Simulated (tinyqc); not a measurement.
ROHF in the sto-3g basis, for H2O+, spin multiplicity 2, step by step. One step of it, computed by the program tinyqc.

Question. Iteration 2: diagonalisation and new density. Diagonalise F' = X^T F X, C = X C', fill 5 alpha and 4 beta electrons from the bottom; D(s) = C_occ C_occ^T. Each column has its largest component positive (the first on a tie).

effective F (hartree):
```
             1O 1s      1O 2s     1O 2px     1O 2py     1O 2pz      2H 1s      3H 1s
1O 1s   -20.965364  -5.329345   0.000000   0.000000  -0.025480  -1.220246  -1.220246
1O 2s    -5.329345  -2.998755   0.000000   0.000000  -0.148954  -1.262772  -1.262772
1O 2px    0.000000   0.000000  -0.644030   0.000000   0.000000   0.000000   0.000000
1O 2py    0.000000   0.000000   0.000000  -1.001149   0.000000  -0.575849   0.575849
1O 2pz   -0.025480  -0.148954   0.000000   0.000000  -0.998004  -0.439992  -0.439992
2H 1s    -1.220246  -1.262772   0.000000  -0.575849  -0.439992  -0.972639  -0.464302
3H 1s    -1.220246  -1.262772   0.000000   0.575849  -0.439992  -0.464302  -0.972639
```

X:
```
                1          2          3         4          5          6         7
1O 1s   -0.309368   0.000000   0.759574  0.000000  -0.610720   0.000000  0.158153
1O 2s    1.192014   0.000000  -0.274989  0.000000  -0.277230   0.000000  0.433345
1O 2px   0.000000   0.000000   0.000000  1.000000   0.000000   0.000000  0.000000
1O 2py   0.000000   0.958278   0.000000  0.000000   0.000000   0.674513  0.000000
1O 2pz   0.502808   0.000000   0.646574  0.000000   0.662547   0.000000  0.182417
2H 1s   -0.747667  -0.863453  -0.158945  0.000000   0.128138   0.374294  0.374062
3H 1s   -0.747667   0.863453  -0.158945  0.000000   0.128138  -0.374294  0.374062
```

Give: F' = X^T F X; orbital energies; coefficients C; D(alpha) after iteration 2; D(beta) after iteration 2.

Answer.

F' = X^T F X (hartree):
```
        1       2        3       4       5       6       7
1  -0.332   0.000    1.587   0.000  -1.236   0.000   0.051
2   0.000   0.229    0.000   0.000   0.000  -0.061   0.000
3   1.587   0.000  -10.009   0.000   8.929   0.000  -4.057
4   0.000   0.000    0.000  -0.644   0.000   0.000   0.000
5  -1.236   0.000    8.929   0.000  -9.853   0.000   4.127
6   0.000  -0.061    0.000   0.000   0.000  -1.179   0.000
7   0.051   0.000   -4.057   0.000   4.127   0.000  -3.506
```

orbital energies (hartree): MO1 -20.974, MO2 -1.807, MO3 -1.182, MO4 -1.011, MO5 -0.644, MO6 0.092, MO7 0.231

coefficients C:
```
           MO1     MO2     MO3     MO4    MO5     MO6     MO7
1O 1s    0.994  -0.238   0.000   0.085  0.000  -0.135   0.000
1O 2s    0.026   0.871   0.000  -0.411  0.000   0.913   0.000
1O 2px   0.000   0.000   0.000   0.000  1.000   0.000   0.000
1O 2py   0.000   0.000   0.715   0.000  0.000   0.000   0.928
1O 2pz   0.004   0.166   0.000   0.880  0.000   0.584   0.000
2H 1s   -0.006   0.125   0.337   0.162  0.000  -0.836  -0.879
3H 1s   -0.006   0.125  -0.337   0.162  0.000  -0.836   0.879
```

D(alpha) after iteration 2:
```
         1O 1s   1O 2s  1O 2px  1O 2py  1O 2pz   2H 1s   3H 1s
1O 1s    1.052  -0.216   0.000   0.000   0.039  -0.022  -0.022
1O 2s   -0.216   0.928   0.000   0.000  -0.217   0.042   0.042
1O 2px   0.000   0.000   1.000   0.000   0.000   0.000   0.000
1O 2py   0.000   0.000   0.000   0.512   0.000   0.241  -0.241
1O 2pz   0.039  -0.217   0.000   0.000   0.802   0.163   0.163
2H 1s   -0.022   0.042   0.000   0.241   0.163   0.155  -0.072
3H 1s   -0.022   0.042   0.000  -0.241   0.163  -0.072   0.155
```

D(beta) after iteration 2:
```
         1O 1s   1O 2s  1O 2px  1O 2py  1O 2pz   2H 1s   3H 1s
1O 1s    1.052  -0.216   0.000   0.000   0.039  -0.022  -0.022
1O 2s   -0.216   0.928   0.000   0.000  -0.217   0.042   0.042
1O 2px   0.000   0.000   0.000   0.000   0.000   0.000   0.000
1O 2py   0.000   0.000   0.000   0.512   0.000   0.241  -0.241
1O 2pz   0.039  -0.217   0.000   0.000   0.802   0.163   0.163
2H 1s   -0.022   0.042   0.000   0.241   0.163   0.155  -0.072
3H 1s   -0.022   0.042   0.000  -0.241   0.163  -0.072   0.155
```
